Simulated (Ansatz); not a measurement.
# CCSD(T) against full CI for several species

Each species is computed at the geometry given (Å), with frozen cores, in Ansatz 0.2.0: RHF-CCSD(T) for singlets, UHF-CCSD(T) otherwise, and full CI in the same basis. The program picks the determinant by trial CCSD, so it needn't be the lowest Hartree–Fock solution. States: HCSi A'', AlP Π, AlH3⁺ A', P2H⁺ A'. Cases whose determinant has another symmetry than full CI's state, or whose (Q) step broke down, weren't drawn.

Q: Judging by size, spin and bonding and the diagnostics given, rank them by the size of CCSD(T)'s error in total energy against full CI in the same basis, smallest first (an estimate).
A. AlH₃⁺, doublet, cc-pVTZ: Al 0.000 0.055 -0.019; H 0.000 0.224 -1.570; H 0.000 0.285 2.094; H 0.000 -1.984 -0.019. T1 0.070, (T) -50 meV in a correlation energy of -2.43 eV
B. AlP, quintet, cc-pVDZ: Al 0.000 0.000 0.000; P 0.000 0.000 2.208. T1 0.035, (T) -115 meV in a correlation energy of -3.57 eV
C. HCSi, quartet, 6-31G: Si 0.000 -0.076 2.262; C 0.000 -0.329 -0.724; H 0.000 0.405 -1.538. T1 0.099, (T) -118 meV in a correlation energy of -2.93 eV
D. P2H⁺, triplet, 6-31G: P 0.000 -0.077 0.974; P 0.000 0.033 -1.014; H 0.000 1.333 1.232. T1 0.092, (T) -102 meV in a correlation energy of -3.05 eV

A: A (26.1 meV), B (40.0 meV), D (70.1 meV), C (110.6 meV).

```csv
species,basis,correlated electrons,CCSD(T) − full CI (meV),CCSDT(Q) − full CI (meV),unpaired electrons (full CI),T1,⟨S²⟩ of the determinant
"AlH3⁺, doublet",cc-pVTZ,5,26.1,0.8,1.11,0.070,0.98
"AlP, quintet",cc-pVDZ,8,40.0,0.6,4.05,0.035,6.02
"P2H⁺, triplet",6-31G,10,70.1,7.8,2.27,0.092,2.64
"HCSi, quartet",6-31G,9,110.6,-17.3,3.34,0.099,4.04
```

Unpaired electrons are Σ n²(2−n)² over natural occupations; an open shell counts its own unpaired electrons too. Frozen cores follow each run's orbitals, which moves totals by a few meV. AlH3⁺, doublet has a large T1 and a small miss, so T1 alone doesn't rank these.
